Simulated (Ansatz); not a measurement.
A made-up structure of BSiH4S, doublet:

```
7
angstrom
Si -0.6216 0.4772 -0.3147
B 0.8247 -0.6664 0.5607
S 2.0406 -1.2101 -0.4841
H -1.9304 -0.1993 -0.1015
H -0.4043 0.6818 -1.7682
H 3.2151 -1.8027 -0.8288
H 0.7300 -0.8808 1.7353
```

It is relaxed with PBE-D4/def2-SVP and then PBE0-D4/def2-TZVP (Ansatz 0.2.0). Atoms count as bonded within 1.22 times the sum of their covalent radii (H–H: 0.88 Å). The end point is not checked to be a true minimum.

**Question.** Does its bonding change? (Judge from chemistry; the calculation decides.)

**Answer.** The calculation gives: No: no bond forms or breaks.

Where it ends: The first stage lowers the energy by 1.86 eV in 9 steps. It ends as BSiH₄S ([SiH2][BH][SH]):
```csv
atom,x (Å),y (Å),z (Å)
Si1,-0.6685,0.1148,-0.4810
B2,0.8834,-0.8028,0.2172
S3,2.3274,-1.0138,-0.8063
H4,-1.8984,0.3224,0.3165
H5,-0.7659,0.6798,-1.8477
H6,3.1048,-1.6751,0.0682
H7,0.8712,-1.2255,1.3319
```

Labels in which every atom is bracketed show which atoms are joined, not bond orders.

For scale, one of the runs: PBE0-D4/def2-TZVP relaxation, 129 basis functions, launched by `ansatz run in.yaml --threads 2 --pin off --events-out ev --progress --plain --max-ram 4352MiB`. Hardware: 2 CPU threads of an Arm Neoverse V1, shared host. Wall time about 20 s.
